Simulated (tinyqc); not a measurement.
RHF in the sto-3g basis, for H3O+, spin multiplicity 1, step by step (part 1 of 2). Computed by tinyqc, a small Python program that keeps every step (integrals from PySCF). Settings: charge = 1, multiplicity = 1, basis = sto-3g, energy threshold = 1e-08, iteration cap = 70, orthogonalisation = symmetric, start = core, DIIS depth = 6, method = RHF. Command: `OMP_NUM_THREADS=1 python tinyqc.py 26883 26884 out.jsonl` (the two numbers bound the seeds that draw the settings). One thread of a shared host (Intel(R) Xeon(R) Processor @ 2.60GHz), about 0.07 s of CPU time with the checks. Later iterations appear only in the table of the cycle.

## One-electron integrals

Geometry (angstrom):
```
atom         x         y        z
O      0.00000   0.00000  0.38500
H      1.07300   0.00000  0.00000
H     -0.53700   0.93000  0.00000
H     -0.53700  -0.93000  0.00000
```

Basis sto-3g: exponents (1/bohr^2) and contraction coefficients of normalised primitives:
```
element  l (shell)   exponent  coefficient
O            s (1)  130.70932      0.15433
O            s (1)   23.80886      0.53533
O            s (1)    6.44361      0.44463
O            s (2)    5.03315     -0.09997
O            s (2)    1.16960      0.39951
O            s (2)    0.38039      0.70012
O            p (3)    5.03315      0.15592
O            p (3)    1.16960      0.60768
O            p (3)    0.38039      0.39196
H            s (1)    3.42525      0.15433
H            s (1)    0.62391      0.53533
H            s (1)    0.16886      0.44463
```

Overlap, kinetic and nuclear-attraction integrals over the contracted functions; the nuclear repulsion is the sum of Za Zb / Rab.

nuclear repulsion = 11.9889581 hartree

overlap S, order 1O 1s, 1O 2s, 1O 2px, 1O 2py, 1O 2pz, 2H 1s, 3H 1s, 4H 1s:
$$\begin{pmatrix}
1.00000 & 0.23670 & 0.00000 & 0.00000 & 0.00000 & 0.03493 & 0.03486 & 0.03486 \\
0.23670 & 1.00000 & 0.00000 & 0.00000 & 0.00000 & 0.36327 & 0.36280 & 0.36280 \\
0.00000 & 0.00000 & 1.00000 & 0.00000 & 0.00000 & 0.30619 & -0.15297 & -0.15297 \\
0.00000 & 0.00000 & 0.00000 & 1.00000 & 0.00000 & 0.00000 & 0.26492 & -0.26492 \\
0.00000 & 0.00000 & 0.00000 & 0.00000 & 1.00000 & -0.10986 & -0.10967 & -0.10967 \\
0.03493 & 0.36327 & 0.30619 & 0.00000 & -0.10986 & 1.00000 & 0.14953 & 0.14953 \\
0.03486 & 0.36280 & -0.15297 & 0.26492 & -0.10967 & 0.14953 & 1.00000 & 0.14936 \\
0.03486 & 0.36280 & -0.15297 & -0.26492 & -0.10967 & 0.14953 & 0.14936 & 1.00000
\end{pmatrix}$$

kinetic energy T (hartree), order 1O 1s, 1O 2s, 1O 2px, 1O 2py, 1O 2pz, 2H 1s, 3H 1s, 4H 1s:
$$\begin{pmatrix}
29.00320 & -0.16801 & 0.00000 & 0.00000 & 0.00000 & -0.00885 & -0.00885 & -0.00885 \\
-0.16801 & 0.80813 & 0.00000 & 0.00000 & 0.00000 & 0.05773 & 0.05748 & 0.05748 \\
0.00000 & 0.00000 & 2.52873 & 0.00000 & 0.00000 & 0.15423 & -0.07691 & -0.07691 \\
0.00000 & 0.00000 & 0.00000 & 2.52873 & 0.00000 & 0.00000 & 0.13320 & -0.13320 \\
0.00000 & 0.00000 & 0.00000 & 0.00000 & 2.52873 & -0.05534 & -0.05514 & -0.05514 \\
-0.00885 & 0.05773 & 0.15423 & 0.00000 & -0.05534 & 0.76003 & -0.00771 & -0.00771 \\
-0.00885 & 0.05748 & -0.07691 & 0.13320 & -0.05514 & -0.00771 & 0.76003 & -0.00772 \\
-0.00885 & 0.05748 & -0.07691 & -0.13320 & -0.05514 & -0.00771 & -0.00772 & 0.76003
\end{pmatrix}$$

nuclear attraction V (hartree), order 1O 1s, 1O 2s, 1O 2px, 1O 2py, 1O 2pz, 2H 1s, 3H 1s, 4H 1s:
$$\begin{pmatrix}
-62.01036 & -7.51255 & -0.00001 & 0.00000 & 0.01107 & -1.13387 & -1.13157 & -1.13157 \\
-7.51255 & -10.43838 & -0.00015 & 0.00000 & 0.13624 & -2.89699 & -2.89249 & -2.89249 \\
-0.00001 & -0.00015 & -10.39192 & 0.00000 & 0.00006 & -2.15043 & 1.07396 & 1.07396 \\
0.00000 & 0.00000 & 0.00000 & -10.39178 & 0.00000 & 0.00000 & -1.85998 & 1.85998 \\
0.01107 & 0.13624 & 0.00006 & 0.00000 & -10.31083 & 0.80494 & 0.80330 & 0.80330 \\
-1.13387 & -2.89699 & -2.15043 & 0.00000 & 0.80494 & -5.44326 & -0.91409 & -0.91409 \\
-1.13157 & -2.89249 & 1.07396 & -1.85998 & 0.80330 & -0.91409 & -5.44065 & -0.91289 \\
-1.13157 & -2.89249 & 1.07396 & 1.85998 & 0.80330 & -0.91409 & -0.91289 & -5.44065
\end{pmatrix}$$

core Hamiltonian H = T + V (hartree), order 1O 1s, 1O 2s, 1O 2px, 1O 2py, 1O 2pz, 2H 1s, 3H 1s, 4H 1s:
$$\begin{pmatrix}
-33.00716 & -7.68056 & -0.00001 & 0.00000 & 0.01107 & -1.14272 & -1.14042 & -1.14042 \\
-7.68056 & -9.63025 & -0.00015 & 0.00000 & 0.13624 & -2.83926 & -2.83501 & -2.83501 \\
-0.00001 & -0.00015 & -7.86319 & 0.00000 & 0.00006 & -1.99619 & 0.99705 & 0.99705 \\
0.00000 & 0.00000 & 0.00000 & -7.86305 & 0.00000 & 0.00000 & -1.72678 & 1.72678 \\
0.01107 & 0.13624 & 0.00006 & 0.00000 & -7.78210 & 0.74960 & 0.74816 & 0.74816 \\
-1.14272 & -2.83926 & -1.99619 & 0.00000 & 0.74960 & -4.68322 & -0.92180 & -0.92180 \\
-1.14042 & -2.83501 & 0.99705 & -1.72678 & 0.74816 & -0.92180 & -4.68062 & -0.92062 \\
-1.14042 & -2.83501 & 0.99705 & 1.72678 & 0.74816 & -0.92180 & -0.92062 & -4.68062
\end{pmatrix}$$

## Two-electron integrals

Functions are numbered as in S; the eight-fold symmetry (ij|kl) = (ji|kl) = (kl|ij) leaves the list below.

Two-electron integrals (ij|kl) in chemists' order, unique and non-zero (hartree):
```
(11|11) 4.78507    (21|11) 0.74138    (21|21) 0.13687    (22|11) 1.11895
(22|21) 0.25663    (22|22) 0.81721    (31|31) 0.02448    (32|31) 0.03781
(32|32) 0.18052    (33|11) 1.11581    (33|21) 0.25668    (33|22) 0.81702
(33|33) 0.88016    (41|41) 0.02448    (42|41) 0.03781    (42|42) 0.18052
(43|43) 0.04744    (44|11) 1.11581    (44|21) 0.25668    (44|22) 0.81702
(44|33) 0.78527    (44|44) 0.88016    (51|51) 0.02448    (52|51) 0.03781
(52|52) 0.18052    (53|53) 0.04744    (54|54) 0.04744    (55|11) 1.11581
(55|21) 0.25668    (55|22) 0.81702    (55|33) 0.78527    (55|44) 0.78527
(55|55) 0.88016    (61|11) 0.11068    (61|21) 0.02028    (61|22) 0.03784
(61|31) 0.00087    (61|32) 0.00164    (61|33) 0.03797    (61|44) 0.03776
(61|51) -0.00031   (61|52) -0.00059   (61|53) -0.00007   (61|55) 0.03779
(61|61) 0.00304    (62|11) 0.29122    (62|21) 0.06773    (62|22) 0.24149
(62|31) 0.00479    (62|32) 0.03785    (62|33) 0.24835    (62|44) 0.23722
(62|51) -0.00172   (62|52) -0.01358   (62|53) -0.00399   (62|55) 0.23866
(62|61) 0.01025    (62|62) 0.09118    (63|11) 0.20622    (63|21) 0.04855
(63|22) 0.18481    (63|31) 0.00980    (63|32) 0.06781    (63|33) 0.20001
(63|44) 0.17658    (63|51) -0.00107   (63|52) -0.00974   (63|53) -0.00564
(63|55) 0.17762    (63|61) 0.00764    (63|62) 0.08482    (63|63) 0.09047
(64|41) 0.00681    (64|42) 0.04065    (64|43) 0.00769    (64|54) -0.00276
(64|64) 0.01246    (65|11) -0.07399   (65|21) -0.01742   (65|22) -0.06631
(65|31) -0.00107   (65|32) -0.00974   (65|33) -0.06624   (65|44) -0.06336
(65|51) 0.00720    (65|52) 0.04415    (65|53) 0.00873    (65|55) -0.06925
(65|61) -0.00274   (65|62) -0.03043   (65|63) -0.02799   (65|65) 0.02250
(66|11) 0.45567    (66|21) 0.10767    (66|22) 0.44207    (66|31) 0.00918
(66|32) 0.10198    (66|33) 0.46999    (66|44) 0.42494    (66|51) -0.00329
(66|52) -0.03659   (66|53) -0.01617   (66|55) 0.43074    (66|61) 0.01640
(66|62) 0.21783    (66|63) 0.23127    (66|65) -0.08298   (66|66) 0.77461
(71|11) 0.11045    (71|21) 0.02024    (71|22) 0.03776    (71|31) -0.00043
(71|32) -0.00082   (71|33) 0.03774    (71|41) 0.00075    (71|42) 0.00142
(71|43) -0.00009   (71|44) 0.03784    (71|51) -0.00031   (71|52) -0.00059
(71|53) 3.62e-05   (71|54) -0.00006   (71|55) 0.03771    (71|61) 0.00299
(71|62) 0.00988    (71|63) 0.00694    (71|64) 0.00025    (71|65) -0.00265
(71|66) 0.01569    (71|71) 0.00303    (72|11) 0.29077    (72|21) 0.06762
(72|22) 0.24113    (72|31) -0.00239   (72|32) -0.01890   (72|33) 0.23965
(72|41) 0.00414    (72|42) 0.03273    (72|43) -0.00481   (72|44) 0.24520
(72|51) -0.00171   (72|52) -0.01355   (72|53) 0.00199    (72|54) -0.00345
(72|55) 0.23830    (72|61) 0.00989    (72|62) 0.07125    (72|63) 0.05081
(72|64) 0.00779    (72|65) -0.02307   (72|66) 0.13596    (72|71) 0.01021
(72|72) 0.09092    (73|11) -0.10299   (73|21) -0.02425   (73|22) -0.09230
(73|31) 0.00755    (73|32) 0.04737    (73|33) -0.09689   (73|41) -0.00129
(73|42) -0.01175   (73|43) 0.00839    (73|44) -0.09121   (73|51) 0.00054
(73|52) 0.00486    (73|53) -0.00347   (73|54) 0.00125    (73|55) -0.08871
(73|61) -0.00325   (73|62) -0.01867   (73|63) -0.00443   (73|64) -0.00157
(73|65) 0.00591    (73|66) -0.02768   (73|71) -0.00381   (73|72) -0.04231
(73|73) 0.03189    (74|11) 0.17836    (74|21) 0.04199    (74|22) 0.15986
(74|31) -0.00129   (74|32) -0.01175   (74|33) 0.15448    (74|41) 0.00904
(74|42) 0.06093    (74|43) -0.00685   (74|44) 0.17127    (74|51) -0.00093
(74|52) -0.00842   (74|53) 0.00125    (74|54) -0.00491   (74|55) 0.15364
(74|61) 0.00614    (74|62) 0.04791    (74|63) 0.03396    (74|64) 0.01428
(74|65) -0.01526   (74|66) 0.09298    (74|71) 0.00660    (74|72) 0.07328
(74|73) -0.03371   (74|74) 0.07080    (75|11) -0.07384   (75|21) -0.01738
(75|22) -0.06618   (75|31) 0.00054    (75|32) 0.00486    (75|33) -0.06395
(75|41) -0.00093   (75|42) -0.00842   (75|43) 0.00125    (75|44) -0.06539
(75|51) 0.00719    (75|52) 0.04407    (75|53) -0.00436   (75|54) 0.00755
(75|55) -0.06911   (75|61) -0.00265   (75|62) -0.02306   (75|63) -0.01615
(75|64) -0.00251   (75|65) 0.01669    (75|66) -0.04783   (75|71) -0.00273
(75|72) -0.03033   (75|73) 0.01396    (75|74) -0.02417   (75|75) 0.02243
(76|11) 0.08658    (76|21) 0.02032    (76|22) 0.07871    (76|31) 0.00056
(76|32) 0.00531    (76|33) 0.07877    (76|41) 0.00097    (76|42) 0.00920
(76|43) 0.00030    (76|44) 0.07912    (76|51) -0.00081   (76|52) -0.00762
(76|53) -0.00085   (76|54) -0.00147   (76|55) 0.07814    (76|61) 0.00304
(76|62) 0.02923    (76|63) 0.02545    (76|64) 0.00298    (76|65) -0.01099
(76|66) 0.07268    (76|71) 0.00303    (76|72) 0.02919    (76|73) -0.01014
(76|74) 0.02351    (76|75) -0.01097   (76|76) 0.01181    (77|11) 0.45536
(77|21) 0.10760    (77|22) 0.44181    (77|31) -0.00458   (77|32) -0.05096
(77|33) 0.43595    (77|41) 0.00794    (77|42) 0.08825    (77|43) -0.01950
(77|44) 0.45846    (77|51) -0.00329   (77|52) -0.03653   (77|53) 0.00807
(77|54) -0.01398   (77|55) 0.43048    (77|61) 0.01571    (77|62) 0.13609
(77|63) 0.09441    (77|64) 0.02255    (77|65) -0.04788   (77|66) 0.28300
(77|71) 0.01636    (77|72) 0.21747    (77|73) -0.11549   (77|74) 0.20002
(77|75) -0.08280   (77|76) 0.07268    (77|77) 0.77461    (81|11) 0.11045
(81|21) 0.02024    (81|22) 0.03776    (81|31) -0.00043   (81|32) -0.00082
(81|33) 0.03774    (81|41) -0.00075   (81|42) -0.00142   (81|43) 0.00009
(81|44) 0.03784    (81|51) -0.00031   (81|52) -0.00059   (81|53) 3.62e-05
(81|54) 0.00006    (81|55) 0.03771    (81|61) 0.00299    (81|62) 0.00988
(81|63) 0.00694    (81|64) -0.00025   (81|65) -0.00265   (81|66) 0.01569
(81|71) 0.00298    (81|72) 0.00987    (81|73) -0.00369   (81|74) 0.00587
(81|75) -0.00264   (81|76) 0.00295    (81|77) 0.01568    (81|81) 0.00303
(82|11) 0.29077    (82|21) 0.06762    (82|22) 0.24113    (82|31) -0.00239
(82|32) -0.01890   (82|33) 0.23965    (82|41) -0.00414   (82|42) -0.03273
(82|43) 0.00481    (82|44) 0.24520    (82|51) -0.00171   (82|52) -0.01355
(82|53) 0.00199    (82|54) 0.00345    (82|55) 0.23830    (82|61) 0.00989
(82|62) 0.07125    (82|63) 0.05081    (82|64) -0.00779   (82|65) -0.02307
(82|66) 0.13596    (82|71) 0.00987    (82|72) 0.07114    (82|73) -0.03211
(82|74) 0.04006    (82|75) -0.02302   (82|76) 0.02339    (82|77) 0.13590
(82|81) 0.01021    (82|82) 0.09092    (83|11) -0.10299   (83|21) -0.02425
(83|22) -0.09230   (83|31) 0.00755    (83|32) 0.04737    (83|33) -0.09689
(83|41) 0.00129    (83|42) 0.01175    (83|43) -0.00839   (83|44) -0.09121
(83|51) 0.00054    (83|52) 0.00486    (83|53) -0.00347   (83|54) -0.00125
(83|55) -0.08871   (83|61) -0.00325   (83|62) -0.01867   (83|63) -0.00443
(83|64) 0.00157    (83|65) 0.00591    (83|66) -0.02768   (83|71) -0.00369
(83|72) -0.03211   (83|73) 0.02360    (83|74) -0.01774   (83|75) 0.01024
(83|76) -0.00796   (83|77) -0.06666   (83|81) -0.00381   (83|82) -0.04231
(83|83) 0.03189    (84|11) -0.17836   (84|21) -0.04199   (84|22) -0.15986
(84|31) 0.00129    (84|32) 0.01175    (84|33) -0.15448   (84|41) 0.00904
(84|42) 0.06093    (84|43) -0.00685   (84|44) -0.17127   (84|51) 0.00093
(84|52) 0.00842    (84|53) -0.00125   (84|54) -0.00491   (84|55) -0.15364
(84|61) -0.00614   (84|62) -0.04791   (84|63) -0.03396   (84|64) 0.01428
(84|65) 0.01526    (84|66) -0.09298   (84|71) -0.00587   (84|72) -0.04006
(84|73) 0.01774    (84|74) -0.01376   (84|75) 0.01272    (84|76) -0.01378
(84|77) -0.07043   (84|81) -0.00660   (84|82) -0.07328   (84|83) 0.03371
(84|84) 0.07080    (85|11) -0.07384   (85|21) -0.01738   (85|22) -0.06618
(85|31) 0.00054    (85|32) 0.00486    (85|33) -0.06395   (85|41) 0.00093
(85|42) 0.00842    (85|43) -0.00125   (85|44) -0.06539   (85|51) 0.00719
(85|52) 0.04407    (85|53) -0.00436   (85|54) -0.00755   (85|55) -0.06911
(85|61) -0.00265   (85|62) -0.02306   (85|63) -0.01615   (85|64) 0.00251
(85|65) 0.01669    (85|66) -0.04783   (85|71) -0.00264   (85|72) -0.02302
(85|73) 0.01024    (85|74) -0.01272   (85|75) 0.01666    (85|76) -0.00849
(85|77) -0.04779   (85|81) -0.00273   (85|82) -0.03033   (85|83) 0.01396
(85|84) 0.02417    (85|85) 0.02243    (86|11) 0.08658    (86|21) 0.02032
(86|22) 0.07871    (86|31) 0.00056    (86|32) 0.00531    (86|33) 0.07877
(86|41) -0.00097   (86|42) -0.00920   (86|43) -0.00030   (86|44) 0.07912
(86|51) -0.00081   (86|52) -0.00762   (86|53) -0.00085   (86|54) 0.00147
(86|55) 0.07814    (86|61) 0.00304    (86|62) 0.02923    (86|63) 0.02545
(86|64) -0.00298   (86|65) -0.01099   (86|66) 0.07268    (86|71) 0.00295
(86|72) 0.02339    (86|73) -0.00796   (86|74) 0.01378    (86|75) -0.00849
(86|76) 0.00951    (86|77) 0.04674    (86|81) 0.00303    (86|82) 0.02919
(86|83) -0.01014   (86|84) -0.02351   (86|85) -0.01097   (86|86) 0.01181
(87|11) 0.08647    (87|21) 0.02029    (87|22) 0.07861    (87|31) -0.00112
(87|32) -0.01061   (87|33) 0.07919    (87|44) 0.07850    (87|51) -0.00081
(87|52) -0.00761   (87|53) 0.00170    (87|55) 0.07804    (87|61) 0.00295
(87|62) 0.02339    (87|63) 0.01591    (87|65) -0.00850   (87|66) 0.04671
(87|71) 0.00303    (87|72) 0.02915    (87|73) -0.01528   (87|74) 0.02051
(87|75) -0.01095   (87|76) 0.00950    (87|77) 0.07259    (87|81) 0.00303
(87|82) 0.02915    (87|83) -0.01528   (87|84) -0.02051   (87|85) -0.01095
(87|86) 0.00950    (87|87) 0.01178    (88|11) 0.45536    (88|21) 0.10760
(88|22) 0.44181    (88|31) -0.00458   (88|32) -0.05096   (88|33) 0.43595
(88|41) -0.00794   (88|42) -0.08825   (88|43) 0.01950    (88|44) 0.45846
(88|51) -0.00329   (88|52) -0.03653   (88|53) 0.00807    (88|54) 0.01398
(88|55) 0.43048    (88|61) 0.01571    (88|62) 0.13609    (88|63) 0.09441
(88|64) -0.02255   (88|65) -0.04788   (88|66) 0.28300    (88|71) 0.01568
(88|72) 0.13590    (88|73) -0.06666   (88|74) 0.07043    (88|75) -0.04779
(88|76) 0.04674    (88|77) 0.28290    (88|81) 0.01636    (88|82) 0.21747
(88|83) -0.11549   (88|84) -0.20002   (88|85) -0.08280   (88|86) 0.07268
(88|87) 0.07259    (88|88) 0.77461
```

## Orthogonalisation

S = U s U^T; symmetric (Loewdin) form X = U s^(-1/2) U^T, so that X^T S X = 1.

eigenvalues of S: [0.43903, 0.54292, 0.54329, 0.93279, 1.06206, 1.30734, 1.30750, 1.86507]

X, order 1O 1s, 1O 2s, 1O 2px, 1O 2py, 1O 2pz, 2H 1s, 3H 1s, 4H 1s:
$$\begin{pmatrix}
1.02414 & -0.14063 & -0.00001 & 0.00000 & 0.00528 & 0.01719 & 0.01717 & 0.01717 \\
-0.14063 & 1.18964 & 0.00013 & 0.00000 & -0.04953 & -0.19586 & -0.19547 & -0.19547 \\
-0.00001 & 0.00013 & 1.06864 & 0.00000 & -0.00005 & -0.19329 & 0.09654 & 0.09654 \\
0.00000 & 0.00000 & 0.00000 & 1.06852 & 0.00000 & 0.00000 & -0.16716 & 0.16716 \\
0.00528 & -0.04953 & -0.00005 & 0.00000 & 1.01463 & 0.05809 & 0.05794 & 0.05794 \\
0.01719 & -0.19586 & -0.19329 & 0.00000 & 0.05809 & 1.11509 & -0.04806 & -0.04806 \\
0.01717 & -0.19547 & 0.09654 & -0.16716 & 0.05794 & -0.04806 & 1.11477 & -0.04800 \\
0.01717 & -0.19547 & 0.09654 & 0.16716 & 0.05794 & -0.04806 & -0.04800 & 1.11477
\end{pmatrix}$$

## Starting guess

The start is the orbitals of the core Hamiltonian; D = 2 C_occ C_occ^T.

D at the start, order 1O 1s, 1O 2s, 1O 2px, 1O 2py, 1O 2pz, 2H 1s, 3H 1s, 4H 1s:
$$\begin{pmatrix}
2.13323 & -0.58841 & -0.00006 & 0.00000 & 0.02753 & 0.05957 & 0.05947 & 0.05947 \\
-0.58841 & 2.59184 & 0.00041 & 0.00000 & -0.15828 & -0.25591 & -0.25544 & -0.25544 \\
-0.00006 & 0.00041 & 2.24018 & 0.00000 & -0.00016 & -0.32855 & 0.16409 & 0.16409 \\
0.00000 & 0.00000 & 0.00000 & 2.23977 & 0.00000 & 0.00000 & -0.28414 & 0.28414 \\
0.02753 & -0.15828 & -0.00016 & 0.00000 & 2.05131 & 0.09908 & 0.09884 & 0.09884 \\
0.05957 & -0.25591 & -0.32855 & 0.00000 & 0.09908 & 0.07685 & 0.00456 & 0.00456 \\
0.05947 & -0.25544 & 0.16409 & -0.28414 & 0.09884 & 0.00456 & 0.07664 & 0.00455 \\
0.05947 & -0.25544 & 0.16409 & 0.28414 & 0.09884 & 0.00456 & 0.00455 & 0.07664
\end{pmatrix}$$

## Iteration 1: building the Fock matrix

J_ij = sum D_kl (ij|kl), K_ij = sum D_kl (ik|jl); F = H + J - 0.5 K; E = tr D H + tr D J / 2 - 0.25 tr D K + E_nn.

Coulomb J (hartree), order 1O 1s, 1O 2s, 1O 2px, 1O 2py, 1O 2pz, 2H 1s, 3H 1s, 4H 1s:
$$\begin{pmatrix}
18.77380 & 3.58502 & 0.00000 & 0.00000 & -0.00250 & 0.53138 & 0.53031 & 0.53031 \\
3.58502 & 8.88357 & -0.00001 & 0.00000 & 0.00224 & 2.53376 & 2.52995 & 2.52995 \\
0.00000 & -0.00001 & 8.87481 & 0.00000 & 0.00001 & 1.89996 & -0.94896 & -0.94896 \\
0.00000 & 0.00000 & 0.00000 & 8.87482 & 0.00000 & 0.00000 & 1.64345 & -1.64345 \\
-0.00250 & 0.00224 & 0.00001 & 0.00000 & 8.87772 & -0.68029 & -0.67893 & -0.67893 \\
0.53138 & 2.53376 & 1.89996 & 0.00000 & -0.68029 & 4.43961 & 0.80553 & 0.80553 \\
0.53031 & 2.52995 & -0.94896 & 1.64345 & -0.67893 & 0.80553 & 4.43695 & 0.80449 \\
0.53031 & 2.52995 & -0.94896 & -1.64345 & -0.67893 & 0.80553 & 0.80449 & 4.43695
\end{pmatrix}$$

exchange K (hartree), order 1O 1s, 1O 2s, 1O 2px, 1O 2py, 1O 2pz, 2H 1s, 3H 1s, 4H 1s:
$$\begin{pmatrix}
9.85708 & 1.72500 & 0.00000 & 0.00000 & -0.00092 & 0.27058 & 0.27004 & 0.27004 \\
1.72500 & 2.88160 & -0.00001 & 0.00000 & -0.00229 & 0.70794 & 0.70683 & 0.70683 \\
0.00000 & -0.00001 & 2.37569 & 0.00000 & 0.00001 & 0.39508 & -0.19732 & -0.19732 \\
0.00000 & 0.00000 & 0.00000 & 2.37571 & 0.00000 & 0.00000 & 0.34172 & -0.34172 \\
-0.00092 & -0.00229 & 0.00001 & 0.00000 & 2.37597 & -0.14072 & -0.14043 & -0.14043 \\
0.27058 & 0.70794 & 0.39508 & 0.00000 & -0.14072 & 0.28167 & 0.15612 & 0.15612 \\
0.27004 & 0.70683 & -0.19732 & 0.34172 & -0.14043 & 0.15612 & 0.28088 & 0.15588 \\
0.27004 & 0.70683 & -0.19732 & -0.34172 & -0.14043 & 0.15612 & 0.15588 & 0.28088
\end{pmatrix}$$

Fock matrix F (hartree), order 1O 1s, 1O 2s, 1O 2px, 1O 2py, 1O 2pz, 2H 1s, 3H 1s, 4H 1s:
$$\begin{pmatrix}
-19.16190 & -4.95804 & -0.00001 & 0.00000 & 0.00903 & -0.74663 & -0.74514 & -0.74514 \\
-4.95804 & -2.18748 & -0.00016 & 0.00000 & 0.13963 & -0.65946 & -0.65848 & -0.65848 \\
-0.00001 & -0.00016 & -0.17622 & 0.00000 & 0.00007 & -0.29378 & 0.14674 & 0.14674 \\
0.00000 & 0.00000 & 0.00000 & -0.17608 & 0.00000 & 0.00000 & -0.25419 & 0.25419 \\
0.00903 & 0.13963 & 0.00007 & 0.00000 & -0.09237 & 0.13967 & 0.13944 & 0.13944 \\
-0.74663 & -0.65946 & -0.29378 & 0.00000 & 0.13967 & -0.38445 & -0.19433 & -0.19433 \\
-0.74514 & -0.65848 & 0.14674 & -0.25419 & 0.13944 & -0.19433 & -0.38411 & -0.19407 \\
-0.74514 & -0.65848 & 0.14674 & 0.25419 & 0.13944 & -0.19433 & -0.19407 & -0.38411
\end{pmatrix}$$

total energy of this density = -73.3986967 hartree
